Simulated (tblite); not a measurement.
Species: C4H8O2 (charge -1 and doublet state).
Atom-mapped SMILES: `[CH3:1][O:2][CH2:3][CH2:4][CH:5][O-:6]` (hydrogens: H7, H8, H9 on C1; H10, H11 on C3; H12, H13 on C4; H14 on C5)

Computed geometry: GFN2-xTB, gas phase. This method treats the open shell by occupation alone, without spin polarisation.

**Question.** What internal coordinates does the optimisation give?

**Answer.** 
```json
{"bond": "C1–O2", "length (bohr)": "2.636"}
{"bond": "O2–C3", "length (bohr)": "2.733"}
{"bond": "C3–C4", "length (bohr)": "2.906"}
{"bond": "C4–C5", "length (bohr)": "2.874"}
{"bond": "C5–O6", "length (bohr)": "2.470"}
{"bond": "C1–H7, C1–H8, C1–H9", "length (bohr)": "2.072"}
{"bond": "C3–H10, C3–H11", "length (bohr)": "2.070"}
{"bond": "C4–H12, C4–H13", "length (bohr)": "2.073"}
{"bond": "C5–H14", "length (bohr)": "2.115"}
```

Bonds in one row agree within 0.02 bohr and their mean is given. A selection of angles:
```json
{"angle": "O2–C1–H7", "degrees": "107.0"}
{"angle": "O2–C1–H8", "degrees": "111.3"}
{"angle": "H7–C1–H8", "degrees": "109.2"}
{"angle": "H8–C1–H9", "degrees": "108.1"}
{"angle": "C1–O2–C3", "degrees": "113.4"}
{"angle": "O2–C3–C4", "degrees": "117.2"}
{"angle": "O2–C3–H10", "degrees": "103.8"}
{"angle": "O2–C3–H11", "degrees": "108.8"}
{"angle": "C4–C3–H10", "degrees": "109.3"}
{"angle": "H10–C3–H11", "degrees": "108.8"}
{"angle": "C3–C4–C5", "degrees": "111.2"}
{"angle": "C3–C4–H12", "degrees": "108.4"}
{"angle": "C3–C4–H13", "degrees": "109.2"}
{"angle": "C5–C4–H12", "degrees": "110.7"}
{"angle": "C5–C4–H13", "degrees": "108.5"}
{"angle": "H12–C4–H13", "degrees": "108.8"}
{"angle": "C4–C5–O6", "degrees": "120.5"}
{"angle": "C4–C5–H14", "degrees": "111.9"}
{"angle": "O6–C5–H14", "degrees": "118.1"}
```

Torsions: C1–O2–C3–C4 -70° (synclinal); O2–C3–C4–C5 -177° (antiperiplanar); C3–C4–C5–O6 -78° (synclinal). The mirror-image conformer, all signs reversed, is as good.

Of the pairs four or more bonds apart, H9···H13 is among the closest relative to their van der Waals radii: 2.31 Å, 96 % of the sum of Bondi's values. The 3 C–O bonds span 1.307 Å (C5–O6, drawn single) to 1.446 Å (O2–C3, drawn single), a spread of 0.139 Å. C5 (carbon bonded to C, O and H) has angles 120.5°, 118.1° and 111.9°, sum 350.5°, 0.23 Å off the plane of its three neighbours.

Point group: C1 (no symmetry element, even within 0.4 Å). Its GFN2-xTB frequencies are all real (lowest 58 cm⁻¹). Whether the extra electron is bound in the gas phase wasn't checked; a finite basis holds it in any case. 3 starts were optimised and ended at 0.00, 4.40 and 6.52 kcal/mol (GFN2-xTB); the lowest of these is shown.
